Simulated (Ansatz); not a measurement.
# AlPH (quartet): the correlation ladder, cc-pVDZ

One table from this session's results is given with a row withheld; the runs are named, their logs left out.

Method: cc-pVDZ, core rule «outside noble gas», up to 10 orbitals frozen; program: Ansatz 0.2.0, Gaussian basis.

Plan: UHF; CCSD(T) on ROHF; CCSD(T) on UHF; BCCD(T) on ROHF; CISD; CCSDT(Q) on ROHF; CCSDT(Q) on UHF.

27 further runs of the same task are left out: 8 for a known fault of the program, 5 that didn't finish, 14 set aside as unsound or not needed.

## What is computed

The geometry is a PBE0/def2-TZVP stationary point (not a proven minimum) of the parent state, kept for this charge and spin.

3 atoms, charge 0, spin multiplicity 4.

Atoms are counted from 1 here; the program's logs count them from 0.

Bond lengths: Al1–P2 2.144 Å, Al1–H3 1.581 Å. Angles: P2–Al1–H3 180.0°.

As a file:

```xyz
3
charge 0, multiplicity 4
Al    0.0000    0.0000    0.1876
P     0.0000    0.0000   -1.9566
H     0.0000    0.0000    1.7690
```

The first run:

File in.yaml:

```yaml
crystal:
  periodic: [false, false, false]
  atoms:
    - {symbol: Al, position_ang: [0.000000, 0.000000, 0.187600]}
    - {symbol: P, position_ang: [0.000000, 0.000000, -1.956600]}
    - {symbol: H, position_ang: [0.000000, 0.000000, 1.769000]}
basis:
  gaussian: {orbitals: cc-pVDZ}
magnetization: {spin_polarized: true, initial_magnetization: 3}
hamiltonian: {xc: hf}
output: {orbitals: {seedname: orbitals}}
```

Started as:

```
$ ansatz run in.yaml --threads 1 --pin off --events-out ev --progress --plain --max-ram 2393MiB
```

Steps of the session up to this table: UHF; CCSD(T) on ROHF; CCSD(T) on UHF; BCCD(T) on ROHF; CISD; CCSDT(Q) on ROHF; CCSDT(Q) on UHF.

One table of the session follows, with a row left open; its other results are not shown here.

It belongs to the step «Misses and costs». 

| method | from UCCSDT(Q) (meV) |
| --- | --- |
| ROHF | +4565.9 |
| UHF | +4359.3 |
| RMP2 | +1035.8 |
| UMP2 | +1075.4 |
| CISD | +466.8 |
| RCCSD | +171.3 |
| UCCSD | +166.8 |
| RCCSD(T) | ? |
| UCCSD(T) | +47.4 |
| BCCD(T) | +47.5 |
| RCCSDT | +9.3 |
| UCCSDT | +9.2 |
| RCCSDT(Q) | +0.1 |
| UCCSDT(Q) | 0 |

**Question.** Estimate the row for RCCSD(T).

**Answer.** from UCCSDT(Q) (meV): +47.1. In the column «from UCCSDT(Q) (meV)» it lies between RCCSDT (+9.3) and UCCSD(T) (+47.4).

Limits of these values: Restricted and unrestricted rows rest on different reference determinants; where their highest levels disagree by more than a few hundredths of an eV, they describe different states and don't form one ladder.
